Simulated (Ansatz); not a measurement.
Write a Python script for Ansatz's Python interface that makes a relaxed scan of one distance of BFH2, SMILES BF. Settings (for the species named): B3LYP, def2-SVP basis, multiplicity 1, D4 dispersion.

```xyz
4

B    -0.0137   -0.0394   -0.0266
F     1.1481   -0.2935    0.6848
H    -1.0734   -0.6218    0.1530
H    -0.0054    0.8945   -0.8316
```

The script, `bfh2_relaxed_scan.py`:
```python
"""Relaxed scan of one distance in BFH2."""

import logging
import sys

import ansatz as az
import numpy as np

logging.basicConfig(stream=sys.stdout, format="%(name)s: %(message)s")
logger = logging.getLogger("bfh2")
logger.setLevel(logging.INFO)

geometry_ang = [
    ("B", [-0.0137, -0.0394, -0.0266]),
    ("F", [1.1481, -0.2935, 0.6848]),
    ("H", [-1.0734, -0.6218, 0.153]),
    ("H", [-0.0054, 0.8945, -0.8316]),
]
molecule = az.Crystal.molecule()
for symbol, xyz in geometry_ang:
    molecule = molecule.atom(symbol, xyz)

calc = molecule.calculation().basis(gaussian="def2-SVP").functional("B3LYP", dispersion="d4")
symbols = [site.symbol for site in molecule.cartesian_sites]
pairs = [(0, 1), (0, 2), (0, 3)]
print("held (A)   E (eV)        ", "  ".join(f"{symbols[i]}{i}-{symbols[j]}{j}" for i, j in pairs))
for length in [1.27, 1.39, 1.5, 1.66, 1.87]:
    report = calc.relax(constraints=[az.DistanceConstraint((0, 1), at=length)], force_tolerance=0.02, max_steps=60).run().report
    xyz = np.array(report["positions_ang"])
    print(f"{length:6.2f} {report['free_energy_ev']:14.5f}  ", "  ".join(f"{np.linalg.norm(xyz[i] - xyz[j]):.3f}" for i, j in pairs))
```

Output of `python bfh2_relaxed_scan.py`:
```text
held (A)   E (eV)         B0-F1  B0-H2  B0-H3
DeckWarning: relax.constraints: the input's atoms, or those drawn, lie off the distances that are held; a relaxation that starts there is brought onto them ahead of its first SCF, by positions alone, an atom by 5.79e-2 Å at the most. With the symmetry detection on, the symmetry is detected on the input's atoms as so brought (as typed, where only the drawn atoms reach the distances), and notices that speak of the structure as typed mean those atoms
  1.27    -3424.05284   1.270  1.210  1.210
  1.39    -3424.01329   1.390  1.204  1.203
  1.50    -3423.60085   1.500  1.198  1.198
  1.66    -3422.73918   1.660  1.194  1.194
  1.87    -3421.51950   1.870  1.190  1.190
```
(Warnings from the package without file and line, repeats left out.)

Caveats:
- Total energies depend on the basis set; only differences at equal settings carry meaning.
- The energies are electronic: no zero-point or thermal terms, and the basis set is short of its limit.
- b3lyp holds the VWN-RPA fit, as in Gaussian; the form of ORCA and Turbomole is b3lyp5.
- Finished in 13 s on 1 thread of Arm Neoverse V2, on a shared host, peak memory 0.17 GiB.
